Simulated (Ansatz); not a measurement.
The reference is HfS₂ in the CdI2 type structure (space group P-3m1, No. 164; a = 3.606 Å, c = 5.768 Å; layered, stacked along the Cartesian z axis).

Levels (all Ansatz, an electronic-structure program, PAW): PBE-D3(BJ) (420 eV, no SOC); HSE06 (420 eV, no spin-orbit coupling).

Levels that relaxed their own cell: PBE-D3(BJ).

```tsv
level	band gap	lattice parameter a	lattice parameter c
PBE-D3(BJ)	0.85 eV	3.606 Å	5.768 Å
HSE06	1.65 eV	–	–
```

Measured: band gap 1.8 eV (temperature not stated; as listed in Miłosz Rybak et al., Nanomaterials (2022)); lattice parameter a 3.635 Å (temperature not stated; as listed in Torbjörn Björkman, The Journal of Chemical Physics (2014)); lattice parameter c 5.83 Å (temperature not stated; corrected from measurement; as listed in Torbjörn Björkman, The Journal of Chemical Physics (2014)).

Computed minus measured — band gap: PBE-D3(BJ) -0.95 eV, HSE06 -0.15 eV (closest: HSE06); lattice parameter a: PBE-D3(BJ) -0.8 %; lattice parameter c: PBE-D3(BJ) -1.1 %. Measured values not marked as corrected hold thermal and zero-point effects that the static-lattice runs lack. A measured gap can be an optical one, lowered by exciton binding. Levels without spin-orbit coupling miss its effect on the gap.

Single points use the geometry relaxed with PBE-D3(BJ). The hybrid gap comes from the SCF mesh plus the semilocal run's edge points and a few special points and is an upper bound. Spin-orbit coupling, missing from the scalar runs, can matter with Hf. No phonon test of stability was made.
